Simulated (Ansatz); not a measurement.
Born–Oppenheimer molecular dynamics of BF₂H (4 atoms, charge 0, multiplicity 1). It starts at the highest image of a converged band. Of that band: Neighbouring images differ by up to 2.5 eV, so the band resolves the path poorly. A vibrational analysis at the climbing image gives one clearly imaginary mode, 1170i cm⁻¹: a first-order saddle point.

Computed with RKS r2SCAN-D4/def2-mTZVP in Ansatz.

```json
{
  "ensemble": "NVE (velocity Verlet)",
  "time step": "0.5 fs",
  "steps asked": "200",
  "starting velocities drawn for": "100 K",
  "seed": "7338"
}
```

First frame:

```xyz
4
Properties=species:S:1:pos:R:3
B -0.340 0.000 0.348
H 0.843 0.000 1.007
F 1.547 0.000 0.071
F -0.926 0.000 -0.777
```

Question: How far do the bonds stretch over the last three quarters of this one trajectory? (Pairs bonded in most of those frames.)

Answer: 
| bond | mean (Å) | spread (Å) | shortest | longest |
| --- | --- | --- | --- | --- |
| B1–F4 | 1.273 | 0.003 | 1.27 | 1.28 |
| H2–F3 | 0.932 | 0.016 | 0.91 | 0.96 |

Mean temperature of the second half: 1527 K. The conserved energy stayed within 0.09 meV per atom of its start (net change -0.026 meV per atom), so the integration is sound. The kinetic energy rose, since the run started high on the potential surface and went downhill. It ends in pieces (BF + FH), so much of that is their flight and rotation, not heat. A run of 0.1 ps of so small a system gives no equilibrium averages. The orbitals stay closed-shell, which can raise the energy where a bond breaks towards radicals; this wasn't checked here.

The run took 4.6 min on 1 thread of Arm Neoverse V2 (shared host), peak memory 0.11 GiB.
